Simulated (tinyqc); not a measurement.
Orbital energy against energy difference: ionisation energy by orbital energies and by energy differences in the cc-pvdz basis, for CH4, spin multiplicity 1. Computed by the program tinyqc with PySCF. 

Geometry (angstrom):
```
atom,x,y,z
C,0.0000,0.0000,0.0000
H,0.6140,0.6140,0.6140
H,0.6140,-0.6140,-0.6140
H,-0.6140,0.6140,-0.6140
H,-0.6140,-0.6140,0.6140
```

CCSD(T) difference in the same basis = 14.3566 eV

IP-EOM-CCSD = 14.3377 eV

The cation is unrestricted; errors are against CCSD(T) in this basis, not against experiment.

First vertical ionisation energy (eV):
```
method,-e(HOMO),E(cation) - E,error of -e(HOMO),error of the difference
HF,14.9472,13.426363,0.5906,-0.9303
LDA,9.3951,14.305149,-4.9615,-0.0515
PBE,9.3882,14.205078,-4.9684,-0.1515
B3LYP,10.7357,14.366353,-3.6210,0.0097
PBE0,10.9931,14.295042,-3.3635,-0.0616
CAM-B3LYP,12.5039,14.375791,-1.8528,0.0192
LC-wPBE,14.0097,14.418603,-0.3469,0.0620
```

Koopmans errs by +0.59 eV and Delta-HF by -0.93 eV: relaxation, 1.52 eV, lowers the value and the missing correlation difference works against it. The PBE level is off by -5.0 eV through the wrong tail of its potential, though its energy difference is off by -0.15 eV; exact exchange deepens the level, and among the orbital energies LC-wPBE comes closest; among the differences B3LYP does.
